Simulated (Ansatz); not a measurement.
**Relative stability**

Two relaxed structures of CH₄NSi, doublet (PBE0-D4/def2-TZVP; forces vanish, vibrations not checked).

A:

C1  (0.636, -0.737, 0.299)
N2  (-0.222, 0.172, 0.944)
Si3  (-0.618, -0.017, -0.748)
H4  (-1.892, -0.690, -1.074)
H5  (-0.342, 1.129, -1.646)
H6  (0.116, 0.941, 1.509)
H7  (1.702, -0.815, 0.468)
(Å)

B:

```xyz
7
angstrom
C -0.5658 -0.0047 -0.5633
N -0.3540 0.1588 0.8892
Si 0.7257 -1.0336 0.2930
H -1.5242 -0.4327 -0.8456
H -0.2522 0.8142 -1.2102
H -0.1848 1.0803 1.2600
H 2.1553 -0.5823 0.1769
```

Ansatz 0.2.0; basis: def2-TZVPP; cores frozen in the correlated methods; orbitals are unrestricted. B3LYP uses VWN-RPA correlation.

**Question.** Which structure is lower at CCSD(T), and by how much? (An estimate is asked for; the value comes from the calculation.)

**Answer.** The calculation gives: B, by 0.329 eV (electronic energy, against the other). By their contacts, A is CH₄NSi ([CH]1[NH][SiH2]1) and B is CH₄NSi ([CH2]1[NH][SiH]1).

All methods give the same order:

```
   method  E(B) − E(A) (eV)
   PBE-D4            -0.413
r2SCAN-D4            -0.322
  PBE0-D4            -0.372
 B3LYP-D4            -0.323
  wB97M-V            -0.297
       HF            -0.178
      MP2            -0.403
     CCSD            -0.303
  CCSD(T)            -0.329
```

The T1 diagnostic stays at or below 0.021. ⟨S²⟩ of the unrestricted Hartree–Fock references: 0.76 to 0.77 (a pure state has 0.75).

Labels in which every atom is bracketed show which atoms are joined, not bond orders.

For scale, one of the runs: CCSD(T)/def2-TZVPP, 160 basis functions, launched by `ansatz run in.yaml --threads 2 --pin off --events-out ev --progress --plain --max-ram 4352MiB`. Time: 36 s of wall clock on 2 CPU threads of an Intel Xeon 6975P-C; the host was shared. Peak host memory: 3 GiB.
